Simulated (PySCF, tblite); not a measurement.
Calculations on `[BH2-]N` [radical], in the order of a workflow; each names the level of the geometry that it ran on. Settings lines and outputs come from a driver script.

BH₄N (charge -1 and doublet state).
Bonds: B1–N2. Hydrogens: H3, H4 on B1; H5, H6 on N2.

Step 1: GFN2-xTB geometry optimisation, gas phase (tblite 0.8.0) (from a force-field or distance-geometry start)
```json
{"job": {"kind": "relax", "xc": "GFN2-xTB", "basis": "xTB"}, "charge": -1, "multiplicity": 2}
```
```
step      E/eV     max force
  0    -170.06772    1.369
  1    -170.13871    0.860
  2    -170.18968    0.444
...
 31    -170.25239    0.013
 32    -170.25241    0.012
 33    -170.25242    0.016
 34    -170.25243    0.013
 35    -170.25244    0.007
```

Energy lowered by 4.3 kcal/mol over 35 steps; largest atomic force 0.007 eV/Å at the end. «max force» is the largest atomic force in eV/Å.

On one thread of an Arm Neoverse N1, shared host with 64 logical CPUs at a one-minute load of 60, this took 0.11 s.

Step 2: GFN2-xTB harmonic vibrations, gas phase (tblite 0.8.0) (on the GFN2-xTB geometry)
```json
{"job": {"kind": "ir", "xc": "GFN2-xTB", "basis": "xTB"}, "charge": -1, "multiplicity": 2}
```
```
(table of modes left out)
```

12 modes from 209 to 3299 cm⁻¹ (unscaled, harmonic); zero-point energy 24.4 kcal/mol; all wavenumbers are real at this level.

Hardware: one thread, Arm Neoverse N1 (aarch64), on a shared host. Cost: under 0.1 s of wall time.

Step 3: UKS B3LYP, pcH-1 on B H N, non-relativistic, mean-field spin-orbit, GIAO (PySCF 2.14.0) (on the GFN2-xTB geometry)
```json
{"job": {"kind": "epr", "basis": "pcH-1"}, "charge": -1, "multiplicity": 2}
```
```
...
E = -81.97674913 Eh   <S^2> = 0.7520 (exact 0.7500)
g shifts (ppm)      1          2          3
  rmc           -84        -84        -84
  gc             13         12         -2
  oz_so          -8        190        348
  total         -79        117        261
hyperfine (MHz)  atom isotope    a_iso     a_fc   dipolar eigenvalues
    0   11B     250.44     250.44    -34.07    -32.82     66.89
    1   14N      37.67      37.67     -2.70     -2.11      4.81
    2    1H     -10.38     -10.38    -15.68     -0.73     16.41
    3    1H      29.24      29.24    -15.43      0.13     15.31
    4    1H      -2.99      -2.99     -5.39     -2.22      7.61
    5    1H      77.16      77.16     -4.09     -2.99      7.09
```

⟨S²⟩ 0.752; g_iso 2.0024. rmc, gc and oz_so are the mass-correction, gauge-correction and orbital-Zeeman/spin–orbit parts of the g shift along its three principal axes; a_iso is the isotropic hyperfine coupling and a_fc its Fermi-contact part. The log counts atoms from 0, this text from 1.

Hardware: an Arm Neoverse N1 with one thread, on a shared host. Cost: 11 s (grids of density and orbitals included), 0.30 GiB resident at most.

Geometry of the electronic-property runs (GFN2-xTB):
```
atom  x, y, z in Å
B1    -0.741    0.095    0.327
N2     0.825   -0.063    0.334
H3    -1.301   -1.017    0.214
H4    -1.157    0.894   -0.572
H5     1.238    0.828    0.055
H6     1.139   -0.735   -0.379
```

Whether the extra electron is bound in the gas phase wasn't checked; a finite basis holds it in any case. (This holds for the electronic-property runs.)

One conformer stands for the species.
